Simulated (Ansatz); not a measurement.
A nudged elastic band was laid between two geometries of CH2Cl2 + H (6 atoms, charge 0, multiplicity 2).

Method: UKS PBE/6-31G* in Ansatz 0.2.0.

```yaml
movable_images: 5
climbing_image: yes
spring: 5.0 eV/Å²
optimiser: quadratic models (default)
start_path: through a guess of the saddle point
force_threshold: 0.2 eV/Å
iteration_limit: 60
end_points: relaxed
```

First end point:

```xyz
6
Properties=species:S:1:pos:R:3
H 0.160 0.553 -0.046
C -0.124 -0.451 0.296
Cl 1.082 -1.614 -0.337
Cl -1.792 -0.778 -0.267
H 0.790 2.808 -1.037
H -0.117 -0.518 1.391
```

Last end point:

```xyz
6
Properties=species:S:1:pos:R:3
H 0.492 1.737 -0.522
C -0.231 -0.826 0.366
Cl 1.011 -1.823 -0.282
Cl -1.841 -0.993 -0.213
H 0.686 2.425 -0.756
H -0.117 -0.520 1.408
```

What changes between the two ends?

Bonds broken: H1–C2. Bonds formed: H1–H5. CH2Cl2 + H becomes CHCl2 + H2.

What energy profile does the band end with?

The forces met the threshold. The highest image is number 3 of 0 to 6, 19.7 kJ/mol above the first end and 43.7 kJ/mol above the last; the last end lies 24.0 kJ/mol below the first. The threshold of 0.2 eV/Å is loose, so the images may lie well off the minimum-energy path. Another band between the same ends (5 images) ends at a top of the same energy, where a vibrational analysis finds 1 clearly imaginary mode.

```json
{"image": "0", "path coordinate (Å)": "0.00", "energy (kJ/mol)": "0.0", "H1–C2 (Å)": "1.10", "H1–H5 (Å)": "2.54"}
{"image": "1", "path coordinate (Å)": "0.44", "energy (kJ/mol)": "1.0", "H1–C2 (Å)": "1.10", "H1–H5 (Å)": "2.06"}
{"image": "2", "path coordinate (Å)": "0.88", "energy (kJ/mol)": "7.0", "H1–C2 (Å)": "1.11", "H1–H5 (Å)": "1.58"}
{"image": "3", "path coordinate (Å)": "1.32", "energy (kJ/mol)": "19.7", "H1–C2 (Å)": "1.28", "H1–H5 (Å)": "1.02"}
{"image": "4", "path coordinate (Å)": "1.82", "energy (kJ/mol)": "-12.0", "H1–C2 (Å)": "1.92", "H1–H5 (Å)": "0.77"}
{"image": "5", "path coordinate (Å)": "2.33", "energy (kJ/mol)": "-22.3", "H1–C2 (Å)": "2.38", "H1–H5 (Å)": "0.75"}
{"image": "6", "path coordinate (Å)": "2.83", "energy (kJ/mol)": "-24.0", "H1–C2 (Å)": "2.81", "H1–H5 (Å)": "0.75"}
```

What is the geometry of the highest image?


```xyz
6
Properties=species:S:1:pos:R:3
H 0.240 0.846 -0.238
C -0.084 -0.307 0.203
Cl 1.121 -1.456 -0.383
Cl -1.743 -0.624 -0.314
H 0.501 1.771 -0.566
H -0.036 -0.231 1.297
```

Run time: 30 s on 2 threads of AMD EPYC 9R14 (Zen 4), on a shared host, peak memory 0.14 GiB.
